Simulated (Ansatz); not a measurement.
Geometry optimisation, RKS PBE/def2-SVP (Ansatz 0.2.0).

Input file:

```yaml
crystal:
  periodic: [false, false, false]
  atoms:
    - { symbol: Si, position_ang: [0.223543, 0.0, 0.052775] }
    - { symbol: Cl, position_ang: [0.830802, 0.0, 2.06513] }
    - { symbol: H, position_ang: [1.606097, 0.0, -0.422442] }
    - { symbol: H, position_ang: [-0.554321, 1.232067, -0.298731] }
    - { symbol: H, position_ang: [-0.554321, -1.232067, -0.298731] }
basis:
  gaussian: { orbitals: def2-SVP }
hamiltonian:
  xc: pbe
relax:
  f_tol: 0.03
  max_steps: 50
```

Launched with:

```bash
$ ansatz run input.yaml --threads 1 --pin off --max-ram 2048MiB --backend cpu --events-out ev --progress --plain --runs-dir out
```

Question: Where does it end, and by what steps?

Answer: It converged. After 3 steps the energy has fallen by 0.193 eV; H3 moved furthest, 0.22 Å.

```tsv
step	energy less start (eV)	largest force component (eV/Å)	accepted
0	0.0000	1.045	yes
1	-0.1813	0.372	yes
2	-0.1868	0.454	yes
3	-0.1933	0.017	yes
```

```xyz
5
Properties=species:S:1:pos:R:3
Si 0.288 0.000 0.100
Cl 0.680 0.000 2.144
H 1.590 0.000 -0.646
H -0.503 1.228 -0.250
H -0.503 -1.228 -0.250
```

The run took 4.5 s on 1 thread of Arm Neoverse V1, with other jobs on the host, peak memory 0.1 GiB.
